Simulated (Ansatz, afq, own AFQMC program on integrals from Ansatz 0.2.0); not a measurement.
# CHAl, singlet in 6-31G, levels against full CI

```yaml
atoms:
  - { symbol: Al, position_ang: [0.0000, 0.0000, 0.1108] }
  - { symbol: C, position_ang: [0.0000, 0.0000, -1.8127] }
  - { symbol: H, position_ang: [0.0000, 0.0000, 1.7019] }
```

Connectivity, by distances: AlH–C.

Basis 6-31G. Noble-gas cores (and the filled d shells of Ga–Kr and In–Xe) are frozen. Integrals, coupled cluster, full CI and functionals: Ansatz 0.2.0; the random walks run on the same integrals in our own AFQMC program. ph-AFQMC/CISD is guided by a CISD state made of CCSD amplitudes; releasing the constraint for a short imaginary time cuts its bias at the price of noise, slowly where states lie close. Error bars are statistical, one sigma.

Determinant: RHF, the one that the program's search chose, which needn't be the lowest solution. The geometry is a PBE0/def2-TZVP stationary point of this or a neighbouring charge and spin state.

Full CI on the same integrals is exact in this basis and with this determinant's frozen core.

Cautions: higher spins were not checked; restricted determinant unstable towards unrestricted (UHF 945 meV lower, ⟨S²⟩ 1.00); strong correlation (T1 0.031, weight of the determinant 0.85, largest double 0.18); the CCSDTQ amplitudes may be one of several solutions (largest double 0.74); the released energies are still falling, so no released level is given (meV from the phaseless value at times in 1/Eh: 0 ± 13 at 0.24, -1 ± 12 at 0.51, -23 ± 15 at 0.99, -27 ± 20 at 1.62, -71 ± 19 at 2.40); the determinant fills πx and πy unequally, so it mixes two states of the linear molecule, and each level undoes that mixture to a different degree, while full CI gives the lower state, and by Hund's rule a triplet of that filling probably lies lower still; CCSDTQ on the UHF determinant differs (783 meV lower), perhaps since the unrestricted series falls towards higher spin.

The T1 diagnostic is 0.0313, the weight of the determinant in the CISD state is 0.851 and the size of the correlated space is 8 electrons in 18 orbitals.

```
  level  correlation energy (eV)
    MP2                  -3.0523
   CCSD                  -3.8152
CCSD(T)                  -3.9903
```

**Question.** Estimate where full CI lies against CCSD(T) on the same integrals.

**Answer.** 11.6 kJ/mol below CCSD(T).

Reference: full CI, correlation energy -4.111 eV. The cautions show a poor starting determinant, so the rows tell how each method copes with it here, and full CI is the sure value.

```
        level  E − E(reference) (kJ/mol)  share of correlation (%)
      CCSD(T)                       11.6                     97.07
        CCSDT                        7.6                     98.07
     CCSDT(Q)                        3.3                     99.16
       CCSDTQ                        0.6                     99.86
  ph-AFQMC/HF                  4.3 ± 3.6                     98.92
ph-AFQMC/CISD                  9.5 ± 0.8                     97.62
```

CCSDT and higher add their correlation energy to the determinant of the CCSD(T) run, since their own runs factorise the integrals more tightly (a shift of under 2 meV).
